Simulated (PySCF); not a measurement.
C4H5F.
Structure used (PBE0-D3(BJ)/def2-SVP), in Å, numbered top down from 1:
```xyz
10
C4H5F angstrom
C      2.3380   -0.0286   -0.1763
C      1.1747    0.2459    0.0110
C     -0.2357    0.5609    0.2482
C     -1.1357   -0.6500    0.1104
F     -0.6535    1.5311   -0.6395
H      3.3719   -0.2696   -0.3433
H     -0.3295    0.9892    1.2631
H     -1.0546   -1.0619   -0.9054
H     -0.8517   -1.4288    0.8318
H     -2.1787   -0.3549    0.2929
```

The closed-shell ground state was solved at several levels (PySCF, density fitting, gas phase, non-relativistic).

```json
{"level": "PBE0/pcSseg-1", "basis functions": "110", "total energy (Eh)": "-254.8840", "HOMO (eV)": "-8.11", "LUMO (eV)": "0.39", "gap (eV)": "8.50", "dipole (D)": "1.89"}
{"level": "PBE0/pcSseg-2", "basis functions": "250", "total energy (Eh)": "-255.0110", "HOMO (eV)": "-8.11", "LUMO (eV)": "0.18", "gap (eV)": "8.29", "dipole (D)": "1.88"}
{"level": "B3LYP/pcJ-1", "basis functions": "185", "total energy (Eh)": "-255.2131", "HOMO (eV)": "-7.86", "LUMO (eV)": "0.16", "gap (eV)": "8.02", "dipole (D)": "1.87"}
```

Estimate the row for wB97X-D/def2-SVPD, a basis of 143 functions; the other rows only guide the guess.

Total energy -254.9380 Eh, HOMO -10.03 eV, LUMO 1.99 eV, gap 12.02 eV, dipole 1.91 D.

Over all these levels, which gives the widest orbital gap and which the narrowest?

wB97X-D/def2-SVPD (range-separated hybrid) has the widest, 12.02 eV, and B3LYP/pcJ-1 (global hybrid, 20 % exact exchange) the narrowest, 8.02 eV. Functional and basis both differ between the two, so the spread mixes both effects.

How far do the dipole and the HOMO energy spread over the levels?

The dipole runs from 1.87 to 1.91 D (mean 1.89 D) and the HOMO from -10.03 to -7.86 eV.

Note: wB97X-D ran without an empirical dispersion term, which enters the total energy and its gradient alone.
